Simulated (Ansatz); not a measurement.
# AlH4PSi: ladder of basis sets in Python

How does the energy of AlH4PSi converge with the basis? The task is a ladder of basis sets, for AlH4PSi.

All numbers are computed with Ansatz 0.2.0 through its Python package. The levels of theory stand in the script.

**1. The system**

Bond lengths: Al1–Si2 2.352 Å, Al1–P3 2.269 Å, Si2–P3 2.176 Å, Al1–H4 1.577 Å, Si2–H5 1.483 Å, Si2–H6 1.478 Å, P3–H7 1.473 Å. Angles: Al1–Si2–P3 60.0°, Al1–Si2–H5 115.1°, Al1–Si2–H6 115.2°, P3–Si2–H5 114.2°, P3–Si2–H6 115.3°, H5–Si2–H6 121.7°, Si2–Al1–P3 56.1°, Si2–Al1–H4 148.9°, P3–Al1–H4 154.7°, Al1–P3–Si2 63.9°, Al1–P3–H7 93.4°, Si2–P3–H7 95.0°.

No structure file is read: the coordinates are typed or built in the script.

**2. Script**

Contents of alh4psi_basis.py:

```python
# -*- coding: utf-8 -*-
"""Basis-set convergence for AlH4PSi."""

import ansatz as az
from ase import Atoms


def main():
    atoms = Atoms(["Al", "Si", "P", "H", "H", "H", "H"], positions=[
        (-1.1652, -0.5999, -0.5214),
        (0.3571, 0.8982, 0.464),
        (0.6089, -1.2453, 0.738),
        (-2.4041, -0.8398, -1.4665),
        (1.3313, 1.5109, -0.4713),
        (-0.1536, 1.6289, 1.6429),
        (1.4869, -1.4209, -0.4314),
    ])
    geometry = az.Crystal.molecule_from_ase(atoms)

    model = geometry.calculation().correlation("mp2")

    energies = {}
    for basis in ["cc-pVDZ", "cc-pVTZ"]:
        data = model.basis(gaussian=basis).run().report
        size = data["n_frozen"] + data["n_occupied"][0] + data["n_virtual"][0]
        energies[basis] = (data["reference_energy_ev"] / 27.211386246, data["free_energy_ev"] / 27.211386246)
        print(f"{basis:14s} {size:4d} orbitals  reference {energies[basis][0]:14.6f} Ha  total {energies[basis][1]:14.6f} Ha")

    # two-point extrapolation: the basis-set error of the correlation energy falls as X^-3
    small, large = (energies[b][1] - energies[b][0] for b in ("cc-pVDZ", "cc-pVTZ"))
    limit = (3 ** 3 * large - 2 ** 3 * small) / (3 ** 3 - 2 ** 3)
    print(f"correlation energy: {small:.6f} and {large:.6f} Ha, extrapolated {limit:.6f} Ha")
    print(f"share caught by the larger set: {100 * large / limit:.1f} %")


if __name__ == "__main__":
    main()
```

**3. Launch**

The run is started by

```bash
$ python alh4psi_basis.py
```

**Question.** How far does the total energy move along this ladder of basis sets?

The runs gave:

| quantity | value |
| --- | --- |
| extrapolated correlation energy | -0.380515 Ha |
| runs compared | 2 |
| correlation energy, last run | -9.537 eV |

What this shows: Against cc-pVDZ: cc-pVTZ -111.0 mHa. The last step alone is -110.95 mHa. From the first set to the last the time grows from 1.0 to 3.5 s. Notes:
- The drop along the ladder measures the basis error, and is no property of the molecule.
- The geometry is a force-field or estimated start, not a minimum of this method, and the last set is no limit. Much of the fall in a total is atomic energy, which cancels in bond and reaction energies.
- Inner cores stay frozen, so this is valence correlation.
- For Al to Cl the sets with a tight d function, cc-pV(X+d)Z, are usual.
- An extrapolation from small basis sets is rough.
